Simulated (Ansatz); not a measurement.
# SiPO (quartet): from Hartree-Fock to the top rungs, def2-TZVPP

The task here is to estimate one member of a computed series from the others.

Computed with Ansatz 0.2.0, Gaussian basis. Level: def2-TZVPP, core rule «outside noble gas», up to 11 orbitals frozen.

Plan: UHF; ROHF; CCSD(T) on UHF.

2 further runs of the same task are left out: 2 set aside as unsound or not needed.

## The system

The geometry is a PBE0/def2-TZVP stationary point (not a proven minimum) of the parent state, kept for this charge and spin.

3 atoms, charge 0, spin multiplicity 4.

Atoms are counted from 1 here; the program's logs count them from 0.

Bond lengths: P1–O2 1.620 Å, O2–Si3 1.627 Å. Angles: P1–O2–Si3 180.0°.

Set-up of the first run:

Contents of in.yaml:

```yaml
crystal:
  periodic: [false, false, false]
  atoms:
    - {symbol: P, position_ang: [0.000000, 0.000000, -1.622100]}
    - {symbol: O, position_ang: [0.000000, 0.000000, -0.002600]}
    - {symbol: Si, position_ang: [0.000000, 0.000000, 1.624700]}
basis:
  gaussian: {orbitals: def2-TZVPP}
magnetization: {spin_polarized: true, initial_magnetization: 3}
hamiltonian: {xc: hf}
output: {orbitals: {seedname: orbitals}}
```

The run is started by

```bash
ansatz run in.yaml --threads 1 --pin off --events-out ev --progress --plain --max-ram 4096MiB --backend cpu
```

Steps of the session up to this table: UHF; ROHF; CCSD(T) on UHF.

One table of the session follows, with a row left open; its other results are not shown here.

```
  method  from UCCSD(T) (meV)
    ROHF             +12497.5
     UHF             +12156.7
    UMP2                    ?
   UCCSD               +508.3
UCCSD(T)                    0
```

**Question.** Estimate the row for UMP2.

**Answer.** from UCCSD(T) (meV): +1323.6. In the column «from UCCSD(T) (meV)» it lies between UCCSD (+508.3) and UHF (+12156.7).
